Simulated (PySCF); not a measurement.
C3H3ClO.
SMILES with atom numbers: `[CH2:1]=[CH:2][C:3](=[O:4])[Cl:5]` (hydrogens: H6, H7 on C1; H8 on C2)

Computed by this run: PBE0-D3(BJ)/def2-SVP geometry optimisation, gas phase in PySCF; density fitting, grid level 1; the optimiser is geomeTRIC in internal coordinates, started from a GFN2-xTB structure.

Step 0: E = -17711.2192 eV
```
atom  x, y, z in Å  |  force x, y, z in eV/Å
C1     -0.5987    0.4032   -0.1871    0.054  -0.003  -0.033
C2      0.5820    0.6751    0.3587   -0.092  -0.017  -0.024
C3      1.8055    0.5663   -0.4344    0.478  -0.050  -0.363
O4      1.9222    0.2552   -1.5749   -0.243  -0.039  -0.053
Cl5     3.2435    0.9725    0.5215    0.251   0.080   0.217
H6     -0.6703    0.1002   -1.2191    0.016  -0.166  -0.584
H7     -1.5152    0.4738    0.3726   -0.482   0.062   0.380
H8      0.6921    0.9802    1.3874    0.018   0.133   0.459
```

Step 1: E = -17711.2436 eV
```
atom  x, y, z in Å  |  force x, y, z in eV/Å
C1     -0.6003    0.4006   -0.1926   -0.099  -0.021  -0.038
C2      0.5801    0.6789    0.3657    0.078   0.031   0.077
C3      1.8171    0.5685   -0.4364   -0.053  -0.003   0.008
O4      1.8969    0.2558   -1.5783    0.070   0.007   0.005
Cl5     3.2733    0.9690    0.5209   -0.037  -0.018  -0.045
H6     -0.6579    0.0915   -1.2413    0.005   0.011   0.033
H7     -1.5300    0.4729    0.3787    0.037  -0.002  -0.021
H8      0.6819    0.9892    1.4079   -0.002  -0.006  -0.018
```

**Question.** Estimate the geometry and energy of step 2. (The exact step hangs on the optimiser's Hessian estimate; all steps are aligned on step 1, rigid shifts and turns removed.)

**Answer.** E = -17711.2432 eV, largest force 0.116 eV/Å
```
atom  x, y, z in Å  |  force x, y, z in eV/Å
C1     -0.6026    0.4009   -0.1905   -0.006  -0.001  -0.001
C2      0.5798    0.6793    0.3660   -0.023  -0.024  -0.081
C3      1.8137    0.5672   -0.4406    0.098   0.023   0.056
O4      1.9124    0.2564   -1.5816   -0.116  -0.007   0.007
Cl5     3.2643    0.9678    0.5211    0.040   0.010   0.031
H6     -0.6604    0.0922   -1.2383   -0.003   0.000  -0.002
H7     -1.5306    0.4731    0.3813   -0.001   0.001  -0.001
H8      0.6845    0.9895    1.4074    0.010  -0.003  -0.010
```

The energy changes by +0.0004 eV. The first-order estimate −F·Δx gives -0.0017 eV and the mean of the old and new forces, exact on a quadratic surface, +0.0005 eV. The step makes an angle of 64° with the force vector and moves no atom by more than 0.016 Å.

The cost below is that of the whole optimisation. Hardware: one thread of an Arm Neoverse V2, on a shared host. Cost: 12 s, 0.38 GiB resident at most.
